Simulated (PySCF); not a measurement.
tetrafluoroethylene anion (C2F4), SMILES FC(F)=C(F)F (connectivity only; charge and spin as stated), charge -1, multiplicity 2. Coordinates come from a TPSSh-D3(BJ)/def2-SVPD optimisation. The multiplicity is an assumed one; other spin states were not compared.

Computed with PySCF with TPSSh-D3(BJ)/def2-SVPD.

Harmonic wavenumbers (cm⁻¹): 122, 187, 202, 403, 429, 502, 537, 760, 763, 957, 1039, 1415. Rotational constants (GHz): 5.060, 3.003, 2.129; symmetry number 2.

**Question.** Work out the zero-point energy and the ideal-gas rigid-rotor harmonic-oscillator thermochemistry at 298.15 K and 1 atm.

**Answer.** ZPE = ½ Σ hcν = ½ × 7316 cm⁻¹ = 10.46 kcal/mol. H − E(el) = 14.78 kcal/mol. Entropy in cal/(mol K): translation 39.72, rotation 25.32, vibration 11.17, spin 1.38, total 77.58. G − E(el) = -8.36 kcal/mol. Cp = 21.15 cal/(mol K). Modes under 150 cm⁻¹ make the vibrational entropy uncertain.
